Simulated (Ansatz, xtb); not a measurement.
## CH3FMg: where a starting geometry ends

The starting geometry of this gas-phase singlet has its atoms placed at random.

```yaml
atoms:
  - { symbol: C, position_ang: [-1.0376, -0.2028, -0.0093] }
  - { symbol: F, position_ang: [1.7095, 0.6085, -0.2495] }
  - { symbol: Mg, position_ang: [0.1888, -1.0664, 1.1286] }
  - { symbol: H, position_ang: [-0.1889, 0.9616, -0.1191] }
  - { symbol: H, position_ang: [-1.1553, -0.4182, 1.4015] }
  - { symbol: H, position_ang: [-0.0790, -0.4305, -0.4988] }
```

Q: Guess where an optimisation with r2SCAN-D4/def2-SVP ends from this start.

A: It ends as `[CH3][Mg][F]`. Distances that change by over a tenth: C1–Mg3 (1.88 → 2.08 Å). Contacts that open: Mg3–H5 (1.52 → 2.70 Å), Mg3–H6 (1.77 → 2.70 Å). Contacts that close: C1–H4 (1.45 → 1.10 Å), C1–H5 (1.43 → 1.10 Å), F2–Mg3 (2.65 → 1.77 Å).

The energy falls by 9.09 eV over 15 steps:

| step | E − E(last) (eV) |
| --- | --- |
| 1 | 9.089 |
| 3 | 4.667 |
| 4 | 3.506 |
| 6 | 2.064 |
| 7 | 1.456 |
| 9 | 0.455 |
| 10 | 0.272 |
| 12 | 0.035 |
| 13 | 0.001 |
| 15 | 0.000 |

Final geometry (Å):

```yaml
atoms:
  - { symbol: C, position_ang: [-0.8685, -0.0830, 0.1824] }
  - { symbol: F, position_ang: [2.9530, -0.1240, 0.6414] }
  - { symbol: Mg, position_ang: [1.1977, -0.1043, 0.4288] }
  - { symbol: H, position_ang: [-1.2583, 0.9376, 0.0232] }
  - { symbol: H, position_ang: [-1.3956, -0.4896, 1.0631] }
  - { symbol: H, position_ang: [-1.1909, -0.6846, -0.6855] }
```

From the same start GFN2-xTB reaches the same bonding as this run.

From so rough a start the end depends on the optimiser's path, so another program may land elsewhere. No frequencies were run, so the end isn't proven a minimum. Run with Ansatz 0.2.0, 14 s on 2 threads of Arm Neoverse V2, on a shared host.
